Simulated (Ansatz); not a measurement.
## AlH₃O₂, SMILES [OH][AlH][OH]: vertical and adiabatic energies of changing the electron count

Computed with the Ansatz DFT code, driven from Python.

`alh3o2.xyz`
```text
6

O    -1.23560   -0.87770   -0.69360
Al    0.16340    0.20160   -0.27780
O     0.75670    0.24420    1.43460
H    -1.98890   -0.22620   -0.57210
H     0.89050    1.06680   -1.42310
H     1.45600   -0.47260    1.48580
```

`run_adiabatic.py`
```python
"""Vertical and adiabatic ionisation of AlH3O2."""

import itertools
import logging
import sys

import ansatz as az
from ase.data import atomic_numbers, covalent_radii
import numpy as np

logging.basicConfig(stream=sys.stdout, format="[%(levelname)s] %(message)s")
log = logging.getLogger("calc")
log.setLevel(logging.INFO)

system = az.Crystal.molecule_from_extxyz("alh3o2.xyz")

calc = (
    system.calculation()
    .basis(gaussian="def2-SVP")
    .functional("PBE0", dispersion="d3bj")
)
symbols = [site.symbol for site in system.cartesian_sites]
start = np.array([site.position_ang for site in system.cartesian_sites], dtype=float)
report = calc.relax(force_tolerance=0.01, max_steps=100).run(threads=1, backend="cpu").report
end = np.array(report["positions_ang"])

minimum = az.Crystal.molecule()
for symbol, place in zip(symbols, end):
    minimum = minimum.atom(symbol, place.tolist())
ion = minimum.calculation()
ion = ion.basis(gaussian="def2-SVP").functional("PBE0", dispersion="d3bj")
ion = ion.charge(1)
ion = ion.spin("collinear", total=1)
vertical = ion.run(threads=1, backend="cpu").report
settled = ion.relax(force_tolerance=0.01, max_steps=80).run(threads=1, backend="cpu").report
log.info(f"vertical ionisation energy   {vertical['free_energy_ev'] - report['free_energy_ev']:.3f} eV")
log.info(f"adiabatic, no zero point     {settled['free_energy_ev'] - report['free_energy_ev']:.3f} eV")
log.info(f"relaxation energy of the ion {vertical['free_energy_ev'] - settled['free_energy_ev']:.3f} eV")
ionised = np.array(settled["positions_ang"])
# pairs closer than 1.2 times the sum of covalent radii, before or after
radius = [covalent_radii[atomic_numbers[s]] for s in symbols]
span = lambda where, i, j: np.linalg.norm(where[i] - where[j])
bonded = [(i, j) for i, j in itertools.combinations(range(len(symbols)), 2) if min(span(end, i, j), span(ionised, i, j)) < 1.2 * (radius[i] + radius[j])]
log.info("pair        before    after (A)")
for i, j in bonded:
    print(f"{symbols[i]}{i}-{symbols[j]}{j}".ljust(10), f"{span(end, i, j):8.4f} {span(ionised, i, j):8.4f}")
```

`python run_adiabatic.py` gives:
```text
[INFO] vertical ionisation energy   11.260 eV
[INFO] adiabatic, no zero point     10.428 eV
[INFO] relaxation energy of the ion 0.832 eV
[INFO] pair        before    after (A)
O0-Al1       1.6979   1.6066
O0-H3        0.9567   0.9555
Al1-O2       1.6978   1.6847
Al1-H4       1.5666   1.7125
O2-H5        0.9567   0.9681
```

Caveats:
- The settings weren't tested for convergence.
- The energies are electronic: no zero-point or thermal terms, and the basis set is short of its limit. The product may relax into another structure. The relaxation finds the nearest minimum, so the adiabatic value is an upper bound.
- Finished in 85 s on 1 thread of Arm Neoverse V1 (shared host), peak memory 0.22 GiB.

(Lines on the test bed's own set-up are left out of the output.)
